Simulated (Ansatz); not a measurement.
Mulliken charges of C4H4F2, SMILES `FCC#CCF` from r2SCAN/def2-TZVPP in Ansatz (PBE0-D4/def2-TZVP geometry).

| atom | x (Å) | y (Å) | z (Å) | charge (e) |
| --- | --- | --- | --- | --- |
| F1 | 1.126 | 0.311 | -2.613 | -0.226 |
| C2 | -0.035 | 0.642 | -1.944 | 0.065 |
| C3 | -0.003 | 0.201 | -0.565 | 0.025 |
| C4 | 0.004 | -0.164 | 0.580 | 0.025 |
| C5 | 0.031 | -0.589 | 1.965 | 0.065 |
| F6 | -0.599 | -1.806 | 2.138 | -0.226 |
| H7 | -0.874 | 0.173 | -2.468 | 0.070 |
| H8 | -0.155 | 1.728 | -1.993 | 0.066 |
| H9 | 1.066 | -0.692 | 2.306 | 0.070 |
| H10 | -0.476 | 0.145 | 2.598 | 0.066 |

Task: By hand: the dipole of these point charges (1 e Å = 4.8032 D).

Result: Σ q r = (-0.148, 0.430, 0.138) e Å, of length 0.475 e Å = 2.28 D.

Task: How does the dipole of the full density compare? (Estimate.)

Result: Computed: (-0.137, 0.399, 0.128) e Å, 2.12 D; the point charges give 1.08 times that, at 0° from its direction.

Point charges leave out the atoms' own dipoles, such as those of lone pairs, and Mulliken's split depends on the basis, so the close match here is no proof of good charges.
